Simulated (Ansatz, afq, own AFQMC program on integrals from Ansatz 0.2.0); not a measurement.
Integrals from Ansatz 0.2.0, then the random walk in our own AFQMC program (afq).

```yaml
crystal:
  periodic: [false, false, false]
  atoms:
    - {symbol: Cr, position_ang: [0.000000, 0.000000, 0.000000]}
basis:
  gaussian: {orbitals: def2-SVP}
magnetization: {spin_polarized: true, initial_magnetization: 6}
correlation: {method: ccsd_t, electrons: outside_noble_gas, hamiltonian_folder: ham}
```

```sh
$ ansatz run in.yaml --threads 1 --pin off --events-out ev --progress --plain --max-ram 24576MiB --backend cuda --devices 0, --max-vram 18GiB
```

Options of the walk:

```
--method phaseless --trial hf --walkers 4000 --populations 20 --least-time 40 --time-step 0.005 --steps-per-block 20 --equilibration-blocks 160 --max-blocks 4000 --target-error 0.00045 --factor-cut 1e-05 --start spin_pure --seed 8063 --taylor-order 6
```

Times are imaginary, in 1/Eh. The walk had a cap of 49 s. With eight or more populations the least sampling time is a fifth of least-time, and the error comes from their spread.

Log:

```
orbitals 22  electrons 6 0  factors 175 of 237
reference energy -1043.19707184 Eh
CCSD correlation -0.05945847 Eh in 7 cycles, weight of the determinant in the CISD state 0.9778
energy of the start -1043.197072 Eh
 block  time / (1/Eh)  mean weight  energy / Eh
     1     0.100  1.0002  -1043.214894
     2     0.200  1.0006  -1043.226860
     3     0.300  1.0004  -1043.234799
     4     0.400  1.0006  -1043.239238
     5     0.500  1.0005  -1043.243073
     7     0.700  1.0002  -1043.246677
     9     0.900  1.0003  -1043.250712
    17     1.700  0.9999  -1043.254928
    33     3.300  0.9999  -1043.261439
    49     4.900  0.9998  -1043.259784
    65     6.500  0.9999  -1043.256480
    81     8.100  1.0000  -1043.260652
    97     9.700  1.0000  -1043.259127
   113    11.300  1.0003  -1043.258379
   129    12.900  0.9999  -1043.257442
   145    14.500  1.0001  -1043.255394
   161    16.100  1.0001  -1043.256929
   177    17.700  1.0000  -1043.259118
   193    19.300  1.0001  -1043.259512
   209    20.900  0.9998  -1043.255998
   225    22.500  1.0000  -1043.259569
   241    24.100  1.0000  -1043.259269
   257    25.700  0.9997  -1043.254666
   273    27.300  0.9998  -1043.256598
   289    28.900  1.0001  -1043.258485
   305    30.500  1.0001  -1043.261158
   313    31.300  1.0000  -1043.258676
error from the spread of 20 populations
energy -1043.257405 +/- 0.000431 Eh
(rows thinned)
```

The run passed its tests (sampling time, drift between the halves within three errors, error under three times the target), which doesn't prove that it has relaxed.

Against this walk (error 11.7 meV) on the same determinant: CCSD(T) 14.3 meV lower (within the noise), CCSDT(Q) 18.0 meV lower (within the noise), CCSDTQ 17.8 meV lower (within the noise), full CI 17.7 meV lower (within the noise), a separate phaseless walk with a CISD trial and standard settings 11.3 ± 11.8 meV lower (within the noise). The error is statistical and leaves out the bias of the constraint.

Cautions: constraint bias not in the error; no relativity below Rb; outer-core shells of the metal frozen.

The walk took 20 s on 1 × NVIDIA H100 80GB HBM3 with 2 threads of AMD EPYC 7R13 Processor (Zen 3), on a shared host (the card was shared). The log's last line is the phaseless energy.

CCSDT and higher add their correlation energy to the determinant of the CCSD(T) run, since their own runs factorise the integrals more tightly (a shift of under 2 meV). A walk keeps the symmetry of its determinant, which the program's search chose and which needn't be the lowest solution, so a lower state of the same spin and another symmetry isn't excluded.
